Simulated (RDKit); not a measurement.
Input for RDKit: UFF on ClH3S (a complex).

```python
from rdkit import Chem
from rdkit.Chem import AllChem, rdDetermineBonds

blocks = [
'''2

Cl   -1.91163600   -0.00001100    0.00349800
H    -0.62731700   -0.00005800   -0.10405100
''',
'''3

S     1.84252900    0.00001300   -0.10154300
H     1.82277900   -0.96181000    0.83465000
H     1.82187700    0.96186000    0.83462200
''',
]
mol = None
for b in blocks:
    f = Chem.MolFromXYZBlock(b)
    rdDetermineBonds.DetermineBonds(f, charge=0)
    mol = f if mol is None else Chem.CombineMols(mol, f)
Chem.SanitizeMol(mol)
print(Chem.MolToSmiles(Chem.RemoveHs(mol)))
ff = AllChem.UFFGetMoleculeForceField(mol, vdwThresh=100.0, ignoreInterfragInteractions=False)
e = ff.CalcEnergy()
print(f'UFF energy {e:.6f} kcal/mol')
```

The log:

```
Cl.S
UFF energy 6.920432 kcal/mol
```

The run finished.

Cost: around 0.010 core-seconds (rough).
